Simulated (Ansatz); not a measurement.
A nudged elastic band was laid between two geometries of H₄OSi (6 atoms, charge 0, multiplicity 1).

Theory: RKS B3LYP-D4/def2-SVP (Ansatz).

- movable images: 2
- climbing image: no
- spring: 5.0 eV/Å²
- optimiser: quadratic models (default)
- start path: through a guess of the saddle point
- force threshold: 0.03 eV/Å
- iteration limit: 60
- end points: relaxed

Initial state:

```xyz
6
Properties=species:S:1:pos:R:3
Si 0.301 -0.021 0.079
O 0.594 -0.114 1.720
H -0.170 -0.173 2.305
H 1.631 0.055 -0.575
H -0.500 1.189 -0.281
H -0.436 -1.218 -0.430
```

Final state:

```xyz
6
Properties=species:S:1:pos:R:3
Si 0.028 0.193 -0.750
O 0.950 0.141 1.137
H 0.410 -0.304 1.807
H 1.797 -0.329 1.099
H -1.034 1.104 -0.128
H -0.731 -1.087 -0.346
```

(1) What changes between the two ends?

(2) Give the energies along the band, and the barrier.

(3) What is the geometry of the highest image?

Answers

(1) Bonds broken: Si1–H4. Bonds formed: O2–H4.

(2) The run converged. The highest image is number 2 of 0 to 3, 54.2 kcal/mol above the first end and 1.2 kcal/mol above the last; the last end lies 53.0 kcal/mol above the first. No image climbed, so the highest image needn't sit at the top of the path. So few images can step over the top or miss a turn of the path. The orbitals stay closed-shell, which can raise the energy where a bond breaks towards radicals; this wasn't checked here.

```
image  path coordinate (Å)  energy (kcal/mol)  Si1–H4 (Å)  O2–H4 (Å)
    0                 0.00                0.0        1.48       2.52
    1                 1.64               26.8        1.52       2.09
    2                 3.27               54.2        2.61       0.97
    3                 4.91               53.0        2.61       0.97
```

(3) 
```xyz
6
Properties=species:S:1:pos:R:3:forces:R:3
Si 0.058 -0.280 -0.697 0.00 0.00 0.00
O 0.671 0.006 1.322 -0.01 0.00 -0.01
H 0.963 -0.848 1.679 0.01 0.00 0.00
H 1.460 0.572 1.331 0.00 0.00 0.00
H -0.492 1.149 -0.666 0.00 0.00 0.00
H -1.240 -0.881 -0.150 0.00 0.00 0.00
```

The run took 36 s on 1 thread of AMD EPYC 7R43 64-Core Processor (Zen 3), on a shared host, peak memory 0.12 GiB.
